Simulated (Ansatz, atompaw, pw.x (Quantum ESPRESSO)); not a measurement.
Pt: does the PAW (atompaw) potential hold in the solid?

Pt (Z = 78), PAW, made with atompaw 4.2.0.5 (PBEsol, scalar-relativistic). Core [Kr] 4d10 4f14, reference 5s2 5p6 5d9 6s1 6p0. Waves: 5s (bound): rc 1.35 bohr; 6s (bound): rc 2.40 bohr; 5p (bound): rc 1.55 bohr; 6p (bound, empty): rc 2.40 bohr; 5d (bound): rc 2.40 bohr; 5d channel at 0.6 Ry: rc 2.40 bohr. Local part: troulliermartins scheme with l = 3 at 0 Ry, radius 2.25 bohr. Core correction: smooth core density matched at 2.05 bohr. Augmentation charge: besselshape compensation charge, radius 1.38 bohr; PAW radius 2.40 bohr; waves and projectors: custom rrkj vanderbiltortho.

Atomic tests: cutoffs needed: 35 Ry and 70 Ry (the cutoffs (Ry, on a coarse ladder) from which the occupation-weighted sum of valence levels, in a spherical-Bessel basis at the reference potential, stays within 10 and 1 mRy of its value at 400 Ry); ghost test: no extra level below or beside the all-electron valence levels (s, p, d, f tested) (spherical-Bessel basis up to 400 Ry, 20 bohr box); lowest eigenvalue of the overlap operator: 0.03 (d channel).

Crystal test: bcc Pt in pw.x 7.5, no spin, 15³ k-points, Fermi–Dirac smearing 0.01 Ry, cutoffs 85/850 Ry. The reference is all-electron LAPW (Ansatz 0.2.0) with the same functional, mesh and smearing; V0 and B0 come from Birch–Murnaghan fits to the pressures at five volumes. Errors are pseudo minus all-electron; Δ is the rms difference of the E(V) curves that follow from these fits, minima aligned, over ±6 % about the mean V0. Mesh and smearing are coarse, so the numbers serve the comparison and aren't converged zero-temperature values; the lattice is a test structure that the element need not adopt.

```tsv
V (Å³/atom)	P all-electron (GPa)	P pseudo (GPa)
14.538	14.14	8.84
14.920	5.68	0.95
15.303	-1.52	-5.77
15.686	-7.65	-11.49
16.068	-12.86	-16.38
```

All-electron: a0 = 3.122 Å (V0 = 15.22 Å³/atom), B0 = 273.8 GPa.

Pseudopotential: mean pressure error (GPa): -4.33; a0 (Å): 3.105; a0 error (%): -0.54; B0 error (%): +1.8; Δ (meV/atom): 15.0. This is a poor potential for the solid.

Task: At the middle volume, how do free energy and pressure move when the wave cutoff is lowered (ecutrho held at 850 Ry)?

Result:

| cutoff (Ry) | shift of F (meV/atom) | shift of P (GPa) |
| --- | --- | --- |
| 38 | +81.0 | -0.20 |
| 51 | +36.6 | -1.33 |
| 68 | +2.7 | +0.10 |

Input at the middle volume:

```
&control
  calculation='scf', prefix='x', pseudo_dir='./', outdir='./tmp', tstress=.true., disk_io='none'
/
&system
  ibrav=0, nat=1, ntyp=1, ecutwfc=85, ecutrho=850, nbnd=17,
  occupations='smearing', smearing='fd', degauss=0.01
/
&electrons
  conv_thr=1e-09, mixing_beta=0.4, electron_maxstep=70
/
ATOMIC_SPECIES
Pt 1.0 Pt.UPF
CELL_PARAMETERS angstrom
  -1.56400761 1.56400761 1.56400761
  1.56400761 -1.56400761 1.56400761
  1.56400761 1.56400761 -1.56400761
ATOMIC_POSITIONS crystal
Pt 0.0000 0.0000 0.0000
K_POINTS automatic
15 15 15 0 0 0
```

```bash
pw.x < Pt.scf.in > Pt.scf.out
```

Lines of the output:

```
Message from routine setup:
     using ibrav=0 with symmetry is DISCOURAGED, use correct ibrav instead
     lattice parameter (alat)  =       5.1192  a.u.
     unit-cell volume          =     103.2698 (a.u.)^3
     number of electrons       =        18.00
     number of Kohn-Sham states=           17
     kinetic-energy cutoff     =      85.0000  Ry
     charge density cutoff     =     850.0000  Ry
     scf convergence threshold =      1.0E-09
     Exchange-correlation= SLA PW PSX PSC
     number of k points=   120  Fermi-Dirac smearing, width (Ry)=  0.0100
     iteration #  1     ecut=    85.00 Ry     beta= 0.40
     total energy              =    -906.56386804 Ry
     estimated scf accuracy    <       0.09968344 Ry
     iteration #  2     ecut=    85.00 Ry     beta= 0.40
     total energy              =    -906.57518213 Ry
     estimated scf accuracy    <       0.00477938 Ry
     iteration #  3     ecut=    85.00 Ry     beta= 0.40
     total energy              =    -906.57633405 Ry
     estimated scf accuracy    <       0.00053844 Ry
     iteration #  4     ecut=    85.00 Ry     beta= 0.40
     total energy              =    -906.57664716 Ry
     estimated scf accuracy    <       0.00051518 Ry
     iteration #  5     ecut=    85.00 Ry     beta= 0.40
     total energy              =    -906.57688038 Ry
     estimated scf accuracy    <       0.00022791 Ry
     iteration #  6     ecut=    85.00 Ry     beta= 0.40
     total energy              =    -906.57703163 Ry
     estimated scf accuracy    <       0.00001154 Ry
     iteration #  7     ecut=    85.00 Ry     beta= 0.40
     total energy              =    -906.57702000 Ry
     estimated scf accuracy    <       0.00001182 Ry
     iteration #  8     ecut=    85.00 Ry     beta= 0.40
     total energy              =    -906.57705521 Ry
     estimated scf accuracy    <       0.00000024 Ry
     iteration #  9     ecut=    85.00 Ry     beta= 0.40
     total energy              =    -906.57705521 Ry
     estimated scf accuracy    <       0.00000007 Ry
     iteration # 10     ecut=    85.00 Ry     beta= 0.40
     total energy              =    -906.57705548 Ry
     estimated scf accuracy    <          1.4E-09 Ry
     iteration # 11     ecut=    85.00 Ry     beta= 0.40
     total energy              =    -906.57705549 Ry
     estimated scf accuracy    <          2.0E-09 Ry
     iteration # 12     ecut=    85.00 Ry     beta= 0.40
     the Fermi energy is    21.3744 ev
!    total energy              =    -906.57705550 Ry
     estimated scf accuracy    <          4.0E-12 Ry
     smearing contrib. (-TS)   =      -0.00420720 Ry
     The total energy is F=E-TS. E is the sum of the following terms:
     one-electron contribution =     -45.85297639 Ry
     hartree contribution      =      50.12323426 Ry
     xc contribution           =     -24.32611539 Ry
     ewald contribution        =    -199.47441552 Ry
     one-center paw contrib.   =    -687.04257526 Ry
     convergence has been achieved in  12 iterations
          total   stress  (Ry/bohr**3)                   (kbar)     P=      -57.71
     Message from routine punch:
     Nothing written, as per user request (disk_io='none')
```

The run at the middle volume (120 k-points, 12 iterations) took about 65 s on one core of a shared host (Intel(R) Xeon(R) Platinum 8259CL CPU @ 2.50GHz, 96 threads, 755 GiB, load 48).
